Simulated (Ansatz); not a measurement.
Ideal-gas functions of C3H4FN (`NC=C=CF`) at 500 K and 1 bar, from an Ansatz frequency run at PBE0-D4/def2-TZVP.

Molar mass 73.07 g/mol, point group C1 (symmetry number 1), electronic degeneracy 1, moments of inertia 20.608, 230.796, 235.76 u Å². Harmonic wavenumbers (cm⁻¹, unscaled): 126, 171, 317, 436, 528, 588, 633, 841, 925, 961, 1104, 1198, 1267, 1347, 1523, 1653, 2079, 3150, 3184, 3595, 3705.

Use S(trans) = R[1.5 ln M + 2.5 ln T − 1.1517]; rotational temperatures θ = 24.2544 K / I; S(rot) = R[ln(√π/σ · √(T³/θAθBθC)) + 1.5]; for each mode x = 1.438777 ν̃/T, S = R[x/(eˣ − 1) − ln(1 − e⁻ˣ)] and H = RT x/(eˣ − 1); 1 cm⁻¹ = 0.0119627 kJ/mol; R = 8.31446 J/(mol·K).

**Question.** By hand: the entropy, in J/(mol·K).

**Answer.** Translation 173.1. Rotation: θ = 1.1769, 0.1051, 0.1029 K, giving 112.9. Vibration, mode by mode: 16.80, 14.29, 9.36, 6.95, 5.59, 4.87, 4.39, 2.74, 2.26, 2.09, 1.50, 1.21, 1.03, 0.86, 0.57, 0.41, 0.15, 0.01, 0.01, 0.00, 0.00, in all 75.1. Electronic 0.0. Sum 361.1 J/(mol·K).

**Question.** By hand: H − E and G − E in kJ/mol, counted from the electronic energy.

**Answer.** Zero-point energy ½ × 29331 × 0.0119627 = 175.4; thermal vibration 21.0; translation, rotation and pV give 4 RT = 16.6. H − E = 213.0 kJ/mol, and G − E = 213.0 − 500 × 361.1/1000 = 32.4 kJ/mol.

Vibration gives 21 % of the entropy, 16.8 J/(mol·K) of it from the mode under 150 cm⁻¹: soft modes count most, and the harmonic formula is weakest for them. The sum counts one conformer and one mirror image; others add a mixing term.
